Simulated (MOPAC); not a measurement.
MOPAC input (AM1):

```
AM1 1SCF CHARGE=-1 GEO-OK AUX(PRECISION=9) THREADS=1
C4H4N

H     0.01116471 1   -0.02286316 1    2.10006054 1
N     0.00552309 1    0.00699052 1    1.09243157 1
C    -0.01584127 1    1.14164578 1    0.26594390 1
C     0.01804917 1   -1.10159074 1    0.27979305 1
C    -0.01776430 1    0.81027342 1   -1.07692710 1
C     0.00437150 1   -0.63979611 1   -1.02364815 1
H    -0.02792192 1    2.11063355 1    0.75657241 1
H     0.03526148 1   -2.09640134 1    0.70960952 1
H     0.00994351 1   -1.30349671 1   -1.88423371 1
```

Task: What heat of formation does the run end on, and which ionisation energy by Koopmans theorem?

Result: 90.34 kcal/mol; 2.00 eV.
